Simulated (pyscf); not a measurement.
Optimised with ωB97X-D3(BJ)/def2-SVP in PySCF.

For CH₃• + O=O [triplet] + H₂O → H₃C–OH + •O–OH, an addition across a multiple bond or ene-type step (doublet surface; H–O broken, C–O, H–O formed), PBE/def2-TZVP gives ΔE‡ = 9.0 kcal/mol and ΔE = -27.7 kcal/mol (zero: the separated reactants). In which direction and how far do B3LYP-D3(BJ)/def2-TZVP, PBE0-D3(BJ)/def2-TZVP, ωB97M-D3(BJ)/def2-TZVP move these?

B3LYP-D3(BJ): ΔE‡ = 18.9 kcal/mol, ΔE = -26.0 kcal/mol; PBE0-D3(BJ): ΔE‡ = 22.1 kcal/mol, ΔE = -27.0 kcal/mol; ωB97M-D3(BJ): ΔE‡ = 24.5 kcal/mol, ΔE = -28.4 kcal/mol. PBE's barrier lies under all of them, by 10.0 to 15.5 kcal/mol. Its reaction energy lies among theirs. Low barriers are usual for a GGA, whose delocalisation error favours stretched bonds. On the product side the descent ends in a bound adduct (not fully relaxed), 10.0 kcal/mol under the separated species and 64.6 kcal/mol under the saddle at ωB97X-D3(BJ)/def2-TZVP. At ωB97X-D3(BJ) the barrier from the zero used here is 26.9 kcal/mol. This is the saddle that the search found; another between the same sides may lie lower. An unrestricted DFT solution here is markedly spin-contaminated.
